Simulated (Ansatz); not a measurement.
# H3SN: a ladder of functionals and wavefunction methods

The task here is to estimate one member of a computed series from the others.

Method: functionals in def2-TZVPP, the program's frozen cores in correlated methods; program: Ansatz 0.2.0, Gaussian basis.

Levels to be run: LDA (SPW92), PBE-D4, revPBE-D4, BLYP-D4, r2SCAN-D4, B97M-V, PBE0-D4, B3LYP-D4, r2SCANh-D4, r2SCAN0-D4, HSE06-D4, BHLYP-D4, CAM-B3LYP-D4, LC-ωPBE, ωB97X-V, ωB97M-V, B2PLYP, PBE-QIDH; CCSD(T)/def2-SVP; CCSD(T)/def2-TZVPP; CCSD(T)/def2-QZVPP; extrapolation to the limit; RPA on PBE.

## The relaxed structure

All runs share one geometry, relaxed beforehand with PBE0-D4 in a triple-zeta def2 set.

5 atoms, charge 0, spin multiplicity 1.

Atoms are counted from 1 here; the program's logs count them from 0.

Bond lengths: N1–S2 1.702 Å, N1–H3 1.010 Å, N1–H4 1.010 Å, S2–H5 1.347 Å. Angles: S2–N1–H3 111.1°, S2–N1–H4 111.1°, H3–N1–H4 110.2°, N1–S2–H5 97.6°.

Set-up of the first run:

in.yaml

```yaml
crystal:
  periodic: [false, false, false]
  atoms:
    - {symbol: N, position_ang: [-0.176622, -0.507405, -0.213354]}
    - {symbol: S, position_ang: [0.170655, 0.946216, 0.601676]}
    - {symbol: H, position_ang: [0.016856, -1.307090, 0.372232]}
    - {symbol: H, position_ang: [-1.136659, -0.527878, -0.526005]}
    - {symbol: H, position_ang: [1.125768, 1.396156, -0.234561]}
basis:
  gaussian: {orbitals: def2-TZVPP}
hamiltonian: {xc: lda}
output: {orbitals: {seedname: orbitals}}
```

Started as:

```sh
$ ansatz run in.yaml --threads 2 --pin off --events-out ev --progress --plain --max-ram 32768MiB --backend cpu
```

Steps of the session up to this table: LDA; PBE-D4 (GGA); revPBE-D4 (GGA); BLYP-D4 (GGA); r2SCAN-D4 (meta-GGA); B97M-V (meta-GGA); PBE0-D4 (hybrid); B3LYP-D4 (hybrid); r2SCANh-D4 (hybrid); r2SCAN0-D4 (hybrid); HSE06-D4 (hybrid); BHLYP-D4 (hybrid); CAM-B3LYP-D4 (range-separated); LC-ωPBE (range-separated); ωB97X-V (range-separated); ωB97M-V (range-separated); B2PLYP (double hybrid); PBE-QIDH (double hybrid).

One of the session's tables, all rows but one given; the rest of the session is left out.

It belongs to the step «Orbital energies across the functionals». 

| functional | HOMO (eV) | gap (eV) |
| --- | --- | --- |
| LDA (SPW92) | -5.81 | 4.78 |
| PBE-D4 | -5.70 | 4.83 |
| revPBE-D4 | -5.66 | 4.86 |
| BLYP-D4 | -5.56 | 4.74 |
| r2SCAN-D4 | -5.97 | 5.48 |
| B97M-V | -6.04 | 5.46 |
| PBE0-D4 | -6.99 | 7.11 |
| B3LYP-D4 | ? | ? |
| r2SCANh-D4 | -6.44 | 6.31 |
| r2SCAN0-D4 | -7.16 | 7.54 |
| HSE06-D4 | -6.59 | 6.32 |
| BHLYP-D4 | -8.15 | 9.12 |
| CAM-B3LYP-D4 | -8.38 | 9.47 |
| LC-ωPBE | -9.84 | 12.24 |
| ωB97X-V | -9.44 | 11.66 |
| ωB97M-V | -9.25 | 11.15 |

Estimate the missing values for B3LYP-D4.

Worked estimate for «HOMO (eV)». Against the share of exact exchange, BLYP-D4 (0, -5.56), BHLYP-D4 (0.5, -8.15) give a slope of -5.18 per unit share; at 0.2 the line stands at -6.60.

As computed: HOMO (eV): -6.75; gap (eV): 6.55. In «HOMO (eV)» the line misses by +0.15.
